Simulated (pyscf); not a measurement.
One four-centre exchange on the singlet surface with elements of a group swapped. ωB97M-D3(BJ)/def2-TZVP, kJ/mol, from the separated reactants. Single points on ωB97X-D3(BJ)/def2-SVP structures (PySCF, gas phase).

```
step                                          barrier  reaction energy  imaginary mode (i cm⁻¹)
--------------------------------------------  -------  ---------------  -----------------------
`[OH][GeH3]` + `[H][H]` → `[GeH4]` + `[OH2]`      [?]              [?]                     1403
`[OH][SiH3]` + `[H][H]` → `[SiH4]` + `[OH2]`    218.7            +64.4                     1315
`[OH][SnH3]` + `[H][H]` → `[SnH4]` + `[OH2]`    142.6             -8.6                     1386
```

Task: What belongs in the gaps?

Result: 
- `[OH][GeH3]` + `[H][H]` → `[GeH4]` + `[OH2]`, barrier: 191.9
- `[OH][GeH3]` + `[H][H]` → `[GeH4]` + `[OH2]`, reaction energy: -1.5

Each row is the saddle that its search found. Elements up to Kr have no core potential and no relativistic terms here. Elements past Kr carry the def2 core potentials, without spin-orbit coupling.
